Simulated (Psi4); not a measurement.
**FNO-MP3/def2-SVP (Cholesky decomposition, occ tolerance 1e-05) run of AlH3O (AlH2(OH))**

What is the energy change on altering one bond length of AlH3O (AlH2(OH)) at FNO-MP3/def2-SVP (Cholesky decomposition, occ tolerance 1e-05)? 

Program for the calculation: Psi4 1.11.

8 further runs of the same task are left out: 4 that didn't finish, 4 set aside as unsound or not needed.

## (1) The system as given

AlH3O has 5 atoms, charge 0, and is taken as a singlet. As SMILES, `[H][Al]([H])[OH]`. The shape comes from GFN2-xTB, which is rough for such elements, and wasn't checked as a minimum.

Bond lengths: Al1–O4 1.636 Å, Al1–H2 1.532 Å, Al1–H3 1.531 Å, O4–H5 0.949 Å. Angles: Al1–O4–H5 179.6°, H2–Al1–O4 120.0°, H3–Al1–O4 120.0°, H2–Al1–H3 120.0°.

## (2) The energy at FNO-MP3/def2-SVP (Cholesky decomposition, occ tolerance 1e-05)

run.py reads:

```python
import psi4

psi4.set_memory('1600 MB')
psi4.set_num_threads(1)
psi4.set_output_file('psi4.out', False)

m = psi4.geometry("""
Al
H 1 1.531694
H 1 1.531192 2 119.97083
O 1 1.636213 3 119.99109 2 -179.99625
H 4 0.949073 3 151.19093 1 -179.26139
""")

psi4.set_options({
    'scf_type': 'cd',
    'freeze_core': True,
    'occ_tolerance': 1e-05,
    'mp_type': 'conv',
})

e = psi4.energy("fno-mp3/def2-SVP")
print(f'fno-mp3/def2-SVP energy: {e:.10f} Eh')
```

Run with:

```sh
$ python run.py
```

psi4.out:

```text
[...]
  Running in c1 symmetry.
[...]
  Nuclear repulsion =   53.319658214667015
[...]
  Multiplicity = 1
[...]
  Nalpha       = 12
  Nbeta        = 12
[...]
    Number of basis functions: 47
[...]
   @RHF iter   1:  -318.33678230825268   -8.06236e-01   1.00724e-02 ADIIS/DIIS
[...]
   @RHF iter  10:  -318.42406584813085   -1.02318e-12   2.20844e-09 DIIS
[...]
    Orbital Energies [Eh]
    ---------------------
    Doubly Occupied:
       1A    -58.438970     2A    -20.526436     3A     -4.876983
       4A     -3.195905     5A     -3.194695     6A     -3.192470
       7A     -1.282776     8A     -0.723577     9A     -0.514642
      10A     -0.513846    11A     -0.504237    12A     -0.413275
[...]
  @RHF Final Energy:  -318.42406584813085
   => Energetics <=
    Nuclear Repulsion Energy =             53.3196582146670153
    One-Electron Energy =                -548.7318276591195172
    Two-Electron Energy =                 176.9881035963216220
    Total Energy =                       -318.4240658481309083
[...]
 Multipole Moments:
 ------------------------------------------------------------------------------------
     Multipole            Electronic (a.u.)      Nuclear  (a.u.)        Total (a.u.)
 ------------------------------------------------------------------------------------
 L = 1.  Multiply by 2.5417464519 to convert [e a0] to [Debye]
 Dipole X            :         -0.0008859            0.0053536            0.0044677
 Dipole Y            :         -0.5920814            0.1063599           -0.4857215
 Dipole Z            :         -0.3421939            0.0630244           -0.2791695
 Magnitude           :                                                    0.5602508
[...]
      * MP2 total energy:                   -318.681499995289
[...]
      * MP2 total energy:                   -318.681499995289
[...]
      * MP3 total energy:                   -318.694790124481
[...]
```

Standard output:

```text
fno-mp3/def2-SVP energy: -318.6947901245 Eh
```

It took 3.3 s on 1 thread of Intel Xeon Platinum 8259CL at 2.50GHz (Skylake/Cascade Lake), shared host; peak memory 0.23 GiB.

## (3) The distorted shape

alh3o.json reads:

```json
{
 "schema_name": "qcschema_input",
 "schema_version": 1,
 "molecule": {
  "schema_name": "qcschema_molecule",
  "schema_version": 2,
  "symbols": ["Al", "H", "H", "O", "H"],
  "geometry": [-1.50667297, 0.89732322, -0.05818845, 3.3995795, 0.78845043, -0.41834757, -2.9292399, 3.38777438, -0.44093358, -3.06989221, -1.69377475, 0.57662725, -3.97474978, -3.20045339, 0.93405005],
  "molecular_charge": 0,
  "molecular_multiplicity": 1
 },
 "driver": "energy",
 "model": {
  "method": "fno-mp3",
  "basis": "def2-SVP"
 },
 "keywords": {
  "reference": "rhf",
  "scf_type": "cd",
  "freeze_core": true,
  "occ_tolerance": 1e-05,
  "mp_type": "conv"
 }
}
```

Run with:

```sh
$ psi4 --qcschema alh3o.json -n 1 --memory 1600MB
```

stdout:

```text
[...]
  Running in c1 symmetry.
[...]
  Nuclear repulsion =   50.988116501678817
[...]
  Multiplicity = 1
[...]
  Nalpha       = 12
  Nbeta        = 12
[...]
    Number of basis functions: 47
[...]
   @RHF iter   1:  -318.23945868791537   -8.67389e-01   9.99408e-03 DIIS/ADIIS
[...]
   @RHF iter  10:  -318.32685749911599   -2.72848e-12   4.39343e-09 DIIS
[...]
    Orbital Energies [Eh]
    ---------------------
    Doubly Occupied:
       1A    -58.520431     2A    -20.555121     3A     -4.948209
       4A     -3.267511     5A     -3.266185     6A     -3.263862
       7A     -1.309596     8A     -0.750390     9A     -0.541750
      10A     -0.530804    11A     -0.507886    12A     -0.323739
[...]
  @RHF Final Energy:  -318.32685749911599
   => Energetics <=
    Nuclear Repulsion Energy =             50.9881165016788174
    One-Electron Energy =                -543.0589786434218240
    Two-Electron Energy =                 173.7440046426270612
    Total Energy =                       -318.3268574991159312
[...]
 Multipole Moments:
 ------------------------------------------------------------------------------------
     Multipole            Electronic (a.u.)      Nuclear  (a.u.)        Total (a.u.)
 ------------------------------------------------------------------------------------
 L = 1.  Multiply by 2.5417464519 to convert [e a0] to [Debye]
 Dipole X            :         -2.3659061            1.0211799           -1.3447261
 Dipole Y            :         -0.4820189            0.0806279           -0.4013910
 Dipole Z            :          0.2804123           -0.1009007            0.1795116
 Magnitude           :                                                    1.4147889
[...]
      * MP2 total energy:                   -318.588114840886
[...]
      * MP2 total energy:                   -318.588114840886
[...]
      * MP3 total energy:                   -318.603198067201
[...]
```

The result, in JSON:

```text
{
 "driver": "energy",
 "model": {
  "method": "fno-mp3",
  "basis": "def2-SVP"
 },
 "success": true,
 "return_result": -318.6031980672011,
 "properties": {
  "calcinfo_nbasis": 47,
  "calcinfo_nmo": 47,
  "calcinfo_nalpha": 12,
  "calcinfo_nbeta": 12,
  "calcinfo_natom": 5,
  "nuclear_repulsion_energy": 50.98811650167882,
  "return_energy": -318.6031980672011,
  "scf_one_electron_energy": -543.0589786434218,
  "scf_two_electron_energy": 173.74400464262706,
  "scf_dipole_moment": [-1.3447261414869895, -0.401390960912148, 0.17951161560976747],
  "scf_total_energy": -318.326857499116,
  "scf_iterations": 10,
  "mp2_same_spin_correlation_energy": -0.05750652476735391,
  "mp2_opposite_spin_correlation_energy": -0.2037508170029871,
  "mp2_singles_energy": 0.0,
  "mp2_doubles_energy": -0.26125734177034104,
  "mp2_correlation_energy": -0.26125734177034104,
  "mp2_total_energy": -318.5881148408863
 }
}
```

Run time: 3.6 s. Hardware: 1 thread of Intel Xeon Platinum 8259CL at 2.50GHz (Skylake/Cascade Lake), shared host; peak memory 0.23 GiB.

## (4) Summary of results

Level: FNO-MP3/def2-SVP (Cholesky decomposition, occ tolerance 1e-05), 6 core orbitals frozen.

```
                                                          quantity          value
                                         first shape: total energy  -318.69479 Eh
                  first shape: HOMO energy (Hartree–Fock orbitals)      -11.25 eV
                  first shape: LUMO energy (Hartree–Fock orbitals)        2.20 eV
                first shape: HOMO–LUMO gap (Hartree–Fock orbitals)       13.45 eV
          first shape: correlation energy (6 core orbitals frozen)     -270.7 mEh
                                     distorted shape: total energy  -318.60320 Eh
              distorted shape: HOMO energy (Hartree–Fock orbitals)       -8.81 eV
              distorted shape: LUMO energy (Hartree–Fock orbitals)        1.61 eV
            distorted shape: HOMO–LUMO gap (Hartree–Fock orbitals)       10.42 eV
      distorted shape: correlation energy (6 core orbitals frozen)     -276.3 mEh
energy change with the Al1–H2 bond stretched from 1.532 to 2.604 Å       2.492 eV
```

What this shows: With the Al1–H2 bond stretched from 1.532 to 2.604 Å the energy rises by 2.49 eV (57 kcal/mol). The first shape isn't relaxed at this level, so the change isn't measured from a minimum.
